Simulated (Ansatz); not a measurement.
# Scan of the C2–C3 bond length

C₂H₃B (SMILES BC#C), closed shell, at its PBE0-D4/def2-TZVP minimum:

| atom | x (Å) | y (Å) | z (Å) |
| --- | --- | --- | --- |
| B1 | -0.8304 | 0.6473 | -0.3943 |
| C2 | 0.2786 | -0.2241 | 0.1179 |
| C3 | 1.1727 | -0.9266 | 0.5305 |
| H4 | -1.7562 | 0.1567 | -0.9657 |
| H5 | -0.7833 | 1.8282 | -0.2286 |
| H6 | 1.9608 | -1.5456 | 0.8940 |

The bond length C2–C3 (1.210 Å at the minimum) is set to the values below, the two halves moving rigidly along the bond. Each method's energies count from its own value at the PBE0-D4 minimum structure. Ansatz 0.2.0; basis: def2-TZVPP; cores frozen in the correlated methods. B3LYP uses VWN-RPA correlation.

CCSD(T) energies along the scan:
```json
{"bond length (Å)": "1.089", "CCSD(T) (kJ/mol)": "104.3"}
{"bond length (Å)": "1.113", "CCSD(T) (kJ/mol)": "66.2"}
{"bond length (Å)": "1.149", "CCSD(T) (kJ/mol)": "27.1"}
{"bond length (Å)": "1.190", "CCSD(T) (kJ/mol)": "4.1"}
{"bond length (Å)": "1.236", "CCSD(T) (kJ/mol)": "0.3"}
{"bond length (Å)": "1.286", "CCSD(T) (kJ/mol)": "16.2"}
{"bond length (Å)": "1.338", "CCSD(T) (kJ/mol)": "49.0"}
{"bond length (Å)": "1.394", "CCSD(T) (kJ/mol)": "97.5"}
{"bond length (Å)": "1.452", "CCSD(T) (kJ/mol)": "157.1"}
```
They count from the CCSD(T) energy at the PBE0-D4 minimum.

Minimum and curvature along this coordinate at CCSD(T): A fifth-order fit through the nearest points gives 1.221 Å, with a curvature of about 95 eV/Å².

Q: Treat the two halves as rigid bodies and work out the harmonic wavenumber of this stretch from that curvature (ν̃ = 521.5 √(k/μ) cm⁻¹ with k in eV/Å² and μ in u).

A: The halves weigh 24.84 and 13.02 u, so μ = 24.84 × 13.02/37.86 = 8.542 u and ν̃ = 521.5 √(95/8.542) ≈ 1700 cm⁻¹. A true normal mode mixes in other motions, so this is a guide only.

Largest difference from the CCSD(T) curve over the scan: PBE-D4 0.4; B3LYP-D4 26.7; wB97M-V 38.5; HF 81.8 kJ/mol. Each curve counts from its own value at the minimum.

No T1 diagnostic of these runs exceeds 0.039. The T1 diagnostic is large here, which may signal multireference character or strong orbital relaxation, so CCSD(T) is less sure. The restricted Hartree–Fock reference is unstable towards an unrestricted one here.

For scale, one of the runs: CCSD(T)/def2-TZVPP, 135 basis functions (an equivalent command: `ansatz run in.yaml --threads 2`). The run took 11 s on 2 CPU threads (shared host), with 0.77 GiB of host memory at its peak.
